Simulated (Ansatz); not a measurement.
CH5AlS⁺, that is AlH2(SMe) with one electron fewer. Charge 1, multiplicity 2. Geometry r2SCAN-D4/def2-TZVP, that of the neutral singlet; atoms count from 1.

Cartesian coordinates in Å:
```
Al -1.730 -0.199 0.138
H -1.642 -0.097 -1.440
H -3.064 -0.397 0.959
S 0.119 -0.065 1.265
C 1.384 0.156 -0.043
H 0.938 0.144 -1.036
H 2.109 -0.652 0.039
H 1.885 1.109 0.118
```

Question: Estimate the Mulliken populations from the PBE0/def2-TZVP orbitals of Ansatz.

Answer: 
| atom | charge (e) | spin (α − β) |
| --- | --- | --- |
| Al1 | 0.41 | 0.03 |
| H2 | -0.01 | 0.00 |
| H3 | 0.00 | 0.00 |
| S4 | 0.28 | 0.92 |
| C5 | -0.34 | -0.02 |
| H6 | 0.21 | 0.00 |
| H7 | 0.23 | 0.03 |
| H8 | 0.23 | 0.04 |
Mulliken values depend strongly on the basis.

Question: Where does the spin sit?

Answer: Summed by element: Al 0.03, H 0.07, S 0.92, C -0.02, of 1 unpaired in all. Largest on single atoms: S4 0.92, H8 0.04, H7 0.03.

Question: And the Mayer bond orders between heavy atoms (over 0.3)?

Answer: Al1–S4 0.86 (2.17 Å); S4–C5 1.01 (1.83 Å).
